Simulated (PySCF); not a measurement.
Process, species as SMILES: FCF + 2 [H][H] (H2) → C (CH4) + 2 F (HF)
B3LYP-D3(BJ)/def2-TZVP geometries, fixed; electronic energies without zero-point terms.
Largest species:
```xyz
5

C      0.0044     0.0053     0.5043
F     -0.0170     1.1024    -0.3021
F      0.0119    -1.1085    -0.2792
H     -0.9025    -0.0002     1.1113
H      0.9218     0.0234     1.0951
```
Charge 0, spin multiplicity 1.

Basis-set convergence of the energy of full hydrogenation at HF with PySCF. All functions are spherical. Density fitting with generated auxiliary sets. No added dispersion term, no relativity. Functions are those of the species that has most. Reference: the value in pcseg-3, -44.34 kcal/mol, itself unsure by roughly 0.26 kcal/mol (its mean distance from def2-QZVPP, cc-pVQZ). Deviations are taken from unrounded values.

```json
[
 {"basis": "def2-SVP", "functions": "52", "energy of full hydrogenation (kcal/mol)": "-41.43", "minus reference (kcal/mol)": "2.91"},
 {"basis": "6-311+G**", "functions": "78", "energy of full hydrogenation (kcal/mol)": "-47.83", "minus reference (kcal/mol)": "-3.49"},
 {"basis": "aug-cc-pVDZ", "functions": "87", "energy of full hydrogenation (kcal/mol)": "-48.27", "minus reference (kcal/mol)": "-3.93"},
 {"basis": "6-311++G(2d,2p)", "functions": "101", "energy of full hydrogenation (kcal/mol)": "-47.87", "minus reference (kcal/mol)": "-3.53"},
 {"basis": "def2-TZVP", "functions": "105", "energy of full hydrogenation (kcal/mol)": "-41.84", "minus reference (kcal/mol)": "2.51"},
 {"basis": "def2-TZVPP", "functions": "121", "energy of full hydrogenation (kcal/mol)": "-44.18", "minus reference (kcal/mol)": "0.17"},
 {"basis": "jun-cc-pV(T+d)Z", "functions": "145", "energy of full hydrogenation (kcal/mol)": "-44.66", "minus reference (kcal/mol)": "-0.32"},
 {"basis": "6-311++G(3df,3pd)", "functions": "153", "energy of full hydrogenation (kcal/mol)": "-44.06", "minus reference (kcal/mol)": "0.28"},
 {"basis": "aug-cc-pVTZ", "functions": "184", "energy of full hydrogenation (kcal/mol)": "-44.16", "minus reference (kcal/mol)": "0.19"},
 {"basis": "def2-QZVPP", "functions": "231", "energy of full hydrogenation (kcal/mol)": "-44.28", "minus reference (kcal/mol)": "0.06"}
]
```

The smallest set listed that lies within 2 kcal/mol of the reference with all its larger relatives (same family, alike in diffuse functions; a set with none counts only in the reference's own line) is def2-TZVPP (121 functions, 0.17 kcal/mol off). Inside, with no larger relative to test it: 6-311++G(3df,3pd).
